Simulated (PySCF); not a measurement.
Species: C₄H₃O₂ (charge -1).
SMILES: `CC#CC(=O)[O-]`

The closed-shell ground state was solved at several levels (PySCF, density fitting, gas phase, non-relativistic). Isolated species at its PBE0-D3(BJ)/def2-SVP geometry, gas phase. No diffuse functions stand in pcJ-1, pcSseg-1 and pcSseg-2, which bears on an anion's orbital energies.

```
           level  basis functions  total energy (Eh)  HOMO (eV)  LUMO (eV)  gap (eV)
   PBE0/pcSseg-1              117          -304.2989      -1.31       4.72      6.03
wB97X-D/pcSseg-2              258          -304.6899      -3.52       5.15      8.67
     B3LYP/pcJ-1              192          -304.6865      -1.01       4.38      5.39
```

(1) What might B3LYP/def2-SVPD (150 basis functions) give for the same quantities?

(2) Over all these levels, which gives the widest orbital gap and which the narrowest?

## Answers

(1) Total energy -304.4780 Eh, HOMO -1.50 eV, LUMO 3.32 eV, gap 4.82 eV.

(2) wB97X-D/pcSseg-2 (range-separated hybrid) has the widest, 8.67 eV, and B3LYP/def2-SVPD (global hybrid, 20 % exact exchange) the narrowest, 4.82 eV. Functional and basis both differ between the two, so the spread mixes both effects.

The pairwise dispersion term of wB97X-D wasn't added to the energies; at a given geometry it leaves orbitals and properties as they are.
